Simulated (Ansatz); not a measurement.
Relaxation of CH4BF (7 atoms, charge 0, multiplicity 1), to a largest force component of 0.02 eV/Å in at most 40 steps.

All numbers below come from RKS r2SCANh-D4/def2-SVP in Ansatz.

```xyz
7
Properties=species:S:1:pos:R:3
B 0.000 0.000 0.000
F 0.000 0.000 1.320
C 1.386 0.000 -0.800
H 1.715 -1.046 -0.970
H 1.249 0.508 -1.777
H 2.155 0.538 -0.208
H -1.030 0.000 -0.595
```

Where does it end, and by what steps?

The run converged. The force dipped under the threshold on the way, but the program's further checks kept it going. After 20 steps the energy has fallen by 0.070 eV; H7 moved furthest, 0.31 Å.

```csv
step,energy less start (eV),largest force component (eV/Å),accepted
0,0.0000,1.374,yes
1,-0.0533,0.591,yes
2,-0.0539,0.542,yes
3,-0.0646,0.136,yes
4,-0.0656,0.131,yes
5,-0.0678,0.150,yes
6,-0.0657,0.334,no
7,-0.0675,0.096,no
8,-0.0688,0.024,yes
9,-0.0695,0.014,yes
10,-0.0675,0.331,no
11,-0.0692,0.140,no
12,-0.0696,0.070,yes
13,-0.0698,0.125,yes
14,-0.0701,0.049,yes
15,-0.0701,0.033,yes
16,-0.0702,0.001,yes
17,-0.0703,0.005,yes
18,-0.0702,0.060,no
19,-0.0703,0.049,no
20,-0.0703,0.002,yes
```

```xyz
7
Properties=species:S:1:pos:R:3
B 0.023 -0.010 -0.016
F -0.040 0.304 1.272
C 1.384 0.012 -0.769
H 1.593 -0.994 -1.169
H 1.311 0.662 -1.656
H 2.231 0.335 -0.151
H -1.027 -0.310 -0.542
```

Whether the end is a true minimum wasn't checked by a vibrational analysis.

Run time: 9.8 s on 2 threads of AMD EPYC 9R45 96-Core Processor (Zen 5) (shared host), peak memory 0.17 GiB.
